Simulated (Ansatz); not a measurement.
Ideal-gas functions of O3S (`O=S(=O)=O`) at 500 K and 1 bar, from an Ansatz frequency run at PBE0-D4/def2-TZVP.

Molar mass 80.06 g/mol, point group D3h (symmetry number 6), electronic degeneracy 1, moments of inertia 48.352, 48.352, 96.705 u Å². Harmonic wavenumbers (cm⁻¹, unscaled): 509, 534, 534, 1110, 1445, 1445.

Use S(trans) = R[1.5 ln M + 2.5 ln T − 1.1517]; rotational temperatures θ = 24.2544 K / I; S(rot) = R[ln(√π/σ · √(T³/θAθBθC)) + 1.5]; for each mode x = 1.438777 ν̃/T, S = R[x/(eˣ − 1) − ln(1 − e⁻ˣ)] and H = RT x/(eˣ − 1); 1 cm⁻¹ = 0.0119627 kJ/mol; R = 8.31446 J/(mol·K).

Q: By hand: the entropy, in J/(mol·K).

A: Translation 174.3. Rotation: θ = 0.5016, 0.5016, 0.2508 K, giving 91.3. Vibration, mode by mode: 5.85, 5.52, 5.52, 1.48, 0.68, 0.68, in all 19.7. Electronic 0.0. Sum 285.3 J/(mol·K).

Q: By hand: H − E and G − E in kJ/mol, counted from the electronic energy.

A: Zero-point energy ½ × 5577 × 0.0119627 = 33.4; thermal vibration 6.4; translation, rotation and pV give 4 RT = 16.6. H − E = 56.4 kJ/mol, and G − E = 56.4 − 500 × 285.3/1000 = -86.2 kJ/mol.

Vibration gives 7 % of the entropy.
